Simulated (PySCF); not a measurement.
C2H6OS.
SMILES with atom numbers: `[CH3:1][S:2]([CH3:3])=[O:4]` (hydrogens: H5, H6, H7 on C1; H8, H9, H10 on C3)

Geometry (PBE0-D3(BJ)/def2-SVP, Å), atoms numbered from 1 in this order:
```xyz
10
C2H6OS angstrom
C     -1.2881    0.2455   -0.3638
S     -0.1132   -1.0268    0.1756
C      1.3864   -0.0202   -0.0109
O     -0.3216   -1.1916    1.6523
H     -2.2881   -0.1786   -0.2026
H     -1.1447    0.4805   -1.4282
H     -1.1587    1.1359    0.2685
H      1.2868    0.8710    0.6258
H      2.2153   -0.6421    0.3524
H      1.5506    0.2496   -1.0646
```

Computed with core-valence-separated Tamm–Dancoff BHandHLYP/aug-pcX-1 (pcseg-1 on H, def2-SVPD on S) in PySCF, non-relativistic, gas phase, PBE0-D3(BJ)/def2-SVP geometry. No empirical shift is added; at this level the pattern usually sits a few eV under experiment.

(1) List the oxygen K-edge absorption lines.

(2) What does the C 1s absorption edge look like?

Answers

(1) 
```csv
E (eV),f,core hole on,main final orbital
530.53,0.0412,O4,LUMO+5 (31 %)
531.62,0.0185,O4,LUMO+1 (52 %)
532.66,0.0065,O4,LUMO (81 %)
532.88,0.0074,O4,LUMO+3 (41 %)
533.57,0.0013,O4,LUMO+2 (65 %)
533.82,0.0003,O4,LUMO+7 (33 %)
533.92,0.0001,O4,LUMO+4 (49 %)
```

The first line with a tenth or more of the strongest one's intensity is at 530.53 eV (f = 0.041), with the hole on O4 (sulfinyl oxygen). It is also the strongest listed.

(2) 
```
E (eV)       f  core hole on          main final orbital
285.60  0.1056         C1/C3  spread (2 roots, f summed)
286.21  0.0063         C1/C3    LUMO (2 roots, f summed)
286.88  0.0657         C1/C3  spread (2 roots, f summed)
286.98  0.0613         C1/C3  spread (2 roots, f summed)
287.43  0.0034         C1/C3  LUMO+4 (2 roots, f summed)
```

The first line with a tenth or more of the strongest one's intensity is at 285.60 eV (f = 0.106, sum of 2), with the hole on C1/C3 (S-methyl carbon). It is also the strongest listed.

Roots within 0.03 eV whose holes lie on the same, on equivalent or on shared atoms are summed into one line, and the highest roots are left out, as the search may have cut off their partners. Final orbitals are the ground state's empty Kohn–Sham orbitals.

Question: What length of transition dipole belongs to the line at 530.53 eV?

Answer: From f = (2/3) ΔE |μ|² in atomic units, with ΔE = 19.496 Eh and f = 0.0412: |μ| = 0.056 au = 0.14 D.

The list ends where the root search ended, not at a threshold.
